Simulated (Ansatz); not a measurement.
**What each rung costs, and what it gives**

Saddle point of CH$_{10}$Si$_{2}$, singlet (Si₂H₆ ([SiH3][SiH3]) + CH₄ → CH₆Si ([CH3][SiH3]) + SiH₄; bonds formed: Si1–C7, Si2–H6; bonds broken: Si1–Si2, H6–C7), PBE0-D4/def2-TZVP structure:

```
13
angstrom
Si -0.2014 0.9054 0.7407
Si 1.4615 -1.1477 0.2587
H -1.2615 1.9869 0.7821
H -0.4406 0.1660 2.0073
H 1.0482 1.6894 0.5571
H -0.2216 -0.2326 -0.4579
C -1.3264 0.2870 -1.0167
H 2.3245 -0.8658 1.4468
H 0.9965 -2.5659 0.3963
H 2.3609 -1.1124 -0.9394
H -1.2129 -0.5338 -1.7355
H -1.2480 1.2393 -1.5402
H -2.2791 0.1839 -0.4991
```

Barriers are electronic and count from the start structure reached by relaxing down the imaginary mode.

Ansatz 0.2.0; basis: as named in each row; cores frozen in the correlated methods. B3LYP uses VWN-RPA correlation. Extrapolation: Hartree–Fock as exp(−7.88 √X), correlation as X^−2.97.

Times are rough, for one single point on 4 threads of a shared host (AMD EPYC 7R43).

The estimate by CCSD(T) at an estimated basis limit (MP2 extrapolated from triple and quadruple zeta, plus CCSD(T) − MP2 in triple zeta) is 3.639 eV.

```csv
method,basis,time (s),barrier (eV),method less estimate
HF,STO-3G,under 1,7.645,4.006
PBE-D4,STO-3G,under 1,5.436,1.797
SPW92,def2-SVP,under 1,2.927,-0.712
B3LYP-D4,6-31G,under 1,4.339,0.701
PBE-D4,def2-SVP,under 1,3.245,-0.394
PBE0-D4,def2-SVP,under 1,3.481,-0.158
SPW92,def2-TZVPP,1,2.851,-0.788
PBE-D4,def2-TZVPP,2,3.170,-0.469
BLYP-D4,def2-TZVPP,2,3.410,-0.229
B3LYP-D4,def2-TZVPP,2,3.574,-0.065
BHLYP-D4,def2-TZVPP,2,3.838,0.199
PBE0-D4,def2-TZVPP,3,3.384,-0.255
wB97M-V,def2-SVP,3,3.653,0.014
CCSD(T),def2-SVP,3,3.965,0.326
CAM-B3LYP-D4,def2-TZVPP,3,3.704,0.065
r2SCAN-D4,def2-TZVPP,3,3.355,-0.284
r2SCAN0-D4,def2-TZVPP,4,3.496,-0.143
RPA on PBE,def2-TZVPP,4,3.657,0.018
B2PLYP,def2-TZVPP,5,3.679,0.040
PBE-QIDH,def2-TZVPP,6,3.574,-0.065
wB97X-V,def2-TZVPP,6,3.690,0.051
B97M-V,def2-TZVPP,7,3.472,-0.167
wB97M-V,def2-TZVPP,7,3.574,-0.065
MP2,def2-QZVPP,21,3.586,-0.053
CCSD(T),def2-TZVPP,66,3.678,0.039
```

All methods are single points on the PBE0-D4 structures.

The T1 diagnostic stays at or below 0.012.

Labels in which every atom is bracketed show which atoms are joined, not bond orders.
